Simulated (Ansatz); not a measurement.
Compare A (`C/C=C(/C)F`) with its isomer B (`C=CC(C)F`).

Calculated with Ansatz (gas phase, PBE0-D4/def2-TZVP geometries, no zero-point term in ΔE). CBS: MP2 limit from def2 TZ/QZ plus the TZ coupled-cluster correction, frozen cores. Functionals use def2-TZVPP. B3LYP here is the variant with VWN-RPA as its local correlation; programs differ in this. One conformer a species, not always the lowest.

(1) Which is lower in electronic energy at CCSD(T)/CBS, and by how much? (An estimate is asked.)

(2) Give E(B) − E(A) in kcal/mol with B3LYP-D4, MP2/def2-TZVPP, ωB97M-V, LDA (SPW92), CCSD(T)/def2-SVP, CCSD(T)/def2-TZVPP, HF/def2-TZVPP. (Estimate.)

(3) Does the order hold for the free energy at 298.15 K (harmonic terms from PBE0-D4)? (An estimate is asked.)

Largest T1 diagnostic: 0.011.

Answers

(1) The calculation gave: A, by 3.9 kcal/mol.

(2) Ansatz gave: B3LYP-D4 5.3, MP2/def2-TZVPP 4.7, ωB97M-V 4.9, LDA (SPW92) 7.8, CCSD(T)/def2-SVP 4.6, CCSD(T)/def2-TZVPP 4.1, HF/def2-TZVPP 3.2. None reverses the order clearly.

(3) Ansatz gave: Yes: G(B) − G(A) = +4.4 kcal/mol, for one conformer each.

Leaving LDA and LC-ωPBE aside and taking each functional with its dispersion term where it has one, the values, not all of them listed here, spread over 2.3 kcal/mol, from BHLYP-D4 to PBE-D4. LDA lies +0.9 kcal/mol from PBE without D4. From BLYP to BHLYP (50 % exact exchange), in def2-TZVPP and without D4, E(B) − E(A) moves by −1.3 kcal/mol.
